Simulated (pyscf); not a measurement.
A first-order saddle from PySCF, ωB97X-D3(BJ)/def2-SVP:

```xyz
5

F     -0.2263     0.4855     0.0721
Ge    -1.2611    -0.7600     1.2587
F     -0.5685    -2.1771     0.5158
F     -2.2269    -0.2347    -0.4207
H     -1.2087     0.3062    -0.5100
```

Surface: singlet, charge 0. Lowest wavenumbers (cm⁻¹): 468i, 179, 217, 405, 668.

**Question.** Which two sides does it connect, and which bonds change?

**Answer.** `[FH]` + `[F][Ge][F]` [singlet] <-> `[F][Ge][F]` [singlet] + `[FH]`, a four-centre exchange read from left to right: F–H, F–Ge broken and F–Ge, F–H formed. At CCSD(T)/def2-TZVPP + ΔMP2(QZVPP) it lies +0.04 eV from the left side and +0.04 eV from the right (each side as separated species at their lowest minima found). On the reactant side the descent ends in a bound adduct, 0.35 eV under the separated species and 0.27 eV under the saddle at ωB97X-D3(BJ)/def2-TZVP. On the product side the descent ends in a bound adduct, 0.35 eV under the separated species and 0.27 eV under the saddle at ωB97X-D3(BJ)/def2-TZVP. At ωB97X-D3(BJ) the barrier from the zero used here is -0.08 eV. This is the saddle that the search found; another between the same sides may lie lower. The CCSD(T) − MP2 part came from Ansatz, without density fitting, on the same reference. The frozen core leaves the outer d or s,p core shells of the metals and heavy elements correlated in the MP2 and CC values, and def2-TZVPP describes them poorly, which can shift differences by a few kcal/mol. Elements up to Kr have no core potential and no relativistic terms here.
